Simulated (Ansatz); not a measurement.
Relaxation of CH6BO (9 atoms, charge 0, multiplicity 2), to a largest force component of 0.03 eV/Å in at most 50 steps.

The calculation used UKS revPBE-D4/6-31G* (Ansatz).

```xyz
9
Properties=species:S:1:pos:R:3
B 0.068 -0.077 -0.134
H 0.153 -0.319 1.039
H 1.107 0.093 -0.727
C -1.344 0.005 -0.803
H -1.933 -0.907 -0.575
H -1.916 0.822 -0.316
H -1.350 0.172 -1.892
O -0.279 0.187 3.136
H -0.495 -0.777 3.198
```

Problem. Where does it end, and by what steps?

Solution. It converged. After 26 steps the energy has fallen by 1.057 eV; O8 moved furthest, 1.36 Å. Parted: B1–H2 (1.20 → 2.20 Å). Joined: H2–O8 (2.20 → 0.98 Å).

| step | energy less start (eV) | largest force component (eV/Å) | accepted |
| --- | --- | --- | --- |
| 0 | 0.0000 | 0.494 | yes |
| 1 | -0.0364 | 0.635 | yes |
| 2 | -0.0822 | 0.471 | yes |
| 3 | -0.1173 | 0.290 | yes |
| 4 | -0.1326 | 1.098 | yes |
| 5 | -0.1503 | 1.252 | yes |
| 6 | -0.3224 | 0.636 | yes |
| 7 | -0.5813 | 0.787 | yes |
| 8 | -0.7449 | 1.087 | yes |
| 9 | -0.8657 | 0.911 | yes |
| 10 | -0.4375 | 3.162 | no |
| 11 | -0.9167 | 0.703 | yes |
| 12 | -0.9407 | 0.355 | yes |
| 13 | -0.9678 | 0.379 | yes |
| 14 | -0.9892 | 0.633 | yes |
| 15 | -0.9521 | 0.600 | no |
| 16 | -1.0292 | 0.723 | yes |
| 17 | -1.0375 | 0.392 | yes |
| 18 | -1.0493 | 0.177 | yes |
| 19 | -1.0491 | 0.207 | no |
| 20 | -1.0538 | 0.067 | yes |
| 21 | -1.0550 | 0.144 | yes |
| 22 | -1.0497 | 0.221 | no |
| 23 | -1.0563 | 0.137 | yes |
| 24 | -1.0568 | 0.050 | yes |
| 25 | -1.0567 | 0.056 | no |
| 26 | -1.0571 | 0.014 | yes |

```xyz
9
Properties=species:S:1:pos:R:3
B 0.043 -0.212 0.007
H 0.723 -0.563 2.074
H 0.977 0.539 -0.195
C -1.422 0.027 -0.557
H -2.169 -0.738 -0.261
H -1.844 1.021 -0.291
H -1.377 -0.005 -1.663
O -0.107 -0.106 1.815
H -0.814 -0.763 1.997
```

Whether the end is a true minimum wasn't checked by a vibrational analysis.

Time of the run: 67 s on 1 thread of Arm Neoverse V2, on a shared host, peak memory 0.14 GiB.
